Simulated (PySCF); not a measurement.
S: electron affinity

S⁻ [Ne] 3s2 3p5 (2P) → S [Ne] 3s2 3p4 (3P), as a difference of total energies. Calculation: PySCF 2.14, in aug-cc-pV(Q+d)Z; no relativity, point nucleus. Correlated levels: valence: [Ne] frozen. The calculations carry no spin-orbit coupling.

```json
{"method": "UHF", "electron affinity (eV)": "0.885"}
{"method": "MP2 (valence)", "electron affinity (eV)": "2.018"}
{"method": "SCS-MP2 (valence)", "electron affinity (eV)": "2.030"}
{"method": "CCSD (valence)", "electron affinity (eV)": "1.946"}
{"method": "CCSD(T) (valence)", "electron affinity (eV)": "2.037"}
```

Q: How much does correlation contribute at CCSD(T) (valence)?

A: 2.037 − (0.885) = 1.152 eV, measured against UHF.

Errors of the correlated levels include the incompleteness of this basis and the frozen core.

For comparison: 2.077 eV (measured; photodetachment measurements, as compiled on the Wikipedia data page of electron affinities).
